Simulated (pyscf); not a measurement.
`[OH][SiH2][F]` + `[F][AlH][F]` -> `[F][Al]([F])[F]` + `[OH][SiH3]`, a four-centre exchange (singlet surface; F–Si, Al–H broken, Al–F, H–Si formed). PySCF, gas phase, ωB97X-D3(BJ)/def2-SVP geometries. Energies in kJ/mol from the separated reactants.

Small-basis levels: PySCF, no dispersion term, spherical d functions. 

Task: In single points HF/3-21G puts the saddle at -38.6 kJ/mol and the reaction energy at -9.1 kJ/mol. Should these be trusted to within a few kcal/mol? Compare with ωB97M-D3(BJ)/def2-TZVP.

Result: ωB97M-D3(BJ)/def2-TZVP gives ΔE‡ = -10.1 kJ/mol and ΔE = -9.2 kJ/mol. HF/3-21G lies 28.5 kJ/mol under it in the barrier and 0.2 kJ/mol over it in the reaction energy, so on this step it does not hold to within 12.6 kJ/mol. ωB97M-D3(BJ)/def2-TZVP has limits of its own. On the reactant side the descent ends in an adduct with a Al–F contact, 65.2 kJ/mol under the separated species and 41.4 kJ/mol under the saddle at ωB97X-D3(BJ)/def2-TZVP. On the product side the descent ends in an adduct with a Al–Si, Al–H contact, 68.6 kJ/mol under the separated species and 55.5 kJ/mol under the saddle at ωB97X-D3(BJ)/def2-TZVP. At ωB97M-D3(BJ) the saddle lies under the separated reactants, which points to a path from their complex (located at ωB97X-D3(BJ) alone). At ωB97M-D3(BJ) the saddle lies under the separated products, which points to a path from their complex (located at ωB97X-D3(BJ) alone). What is counted as formed (Al–F) is already present as a longer contact in the reactant adduct; forming that adduct is a step of its own. What is counted as broken (Al–H) persists as a longer contact in the product adduct; parting that adduct is a step of its own. At ωB97X-D3(BJ)/def2-TZVP the barrier from the zero used here is -23.8 kJ/mol. This is the saddle that the search found; another between the same sides may lie lower.
